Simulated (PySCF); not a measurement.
What binds to water, and how strongly

Gas-phase complexes of water, each in one structure from a short search with a few starts, optimised by PBE0-D3(BJ)/def2-SVPD or PBE0-D3(BJ)/def2-TZVPD; other ways of binding may lie lower. Energies in kcal/mol, wB97M-D3(BJ)/def2-TZVPD, counterpoise-corrected (PySCF): interaction is complex less parts frozen as they stand in it, binding adds what it costs to deform them. Contacts are written partner···water; electrostatic, Pauli and orbital are terms of the uncorrected same energy, whose rest is dispersion or correlation.

2 other partners are left out, for which the search missed the form known or expected to bind best.

Frequency runs check only 3 of the 6 structures; these show no clear imaginary mode. 1 further partner within 0.25 kcal/mol of a listed one is not ranked.

Q: Order these partners of water by binding energy, strongest first: Ca2+, K+, ethylene, bromide, fluoromethane, sulfur dioxide.

A: Ca2+ (-56.7), K+ (-17.2), bromide (-12.5), sulfur dioxide (-4.7), fluoromethane (-3.7), ethylene (-2.7).
| partner | contact | distance (Å) | binding | interaction | electrostatic | Pauli | orbital |
| --- | --- | --- | --- | --- | --- | --- | --- |
| Ca2+ | Ca···O | 2.22 | -56.7 | -56.9 | -51.7 | 26.8 | -31.0 |
| K+ | K···O | 2.61 | -17.2 | -17.2 | -19.3 | 7.3 | -4.9 |
| bromide | Br···H | 2.34 | -12.5 | -13.0 | -16.8 | 11.0 | -6.6 |
| sulfur dioxide | S···O | 2.70 | -4.7 | -4.8 | -11.6 | 12.4 | -4.5 |
| fluoromethane | F···H | 2.01 | -3.7 | -3.7 | -5.2 | 3.9 | -1.6 |
| ethylene | C···H | 2.45 | -2.7 | -2.7 | -3.7 | 3.7 | -1.8 |

Multiply charged ions in the gas phase bind far more strongly than in solution.
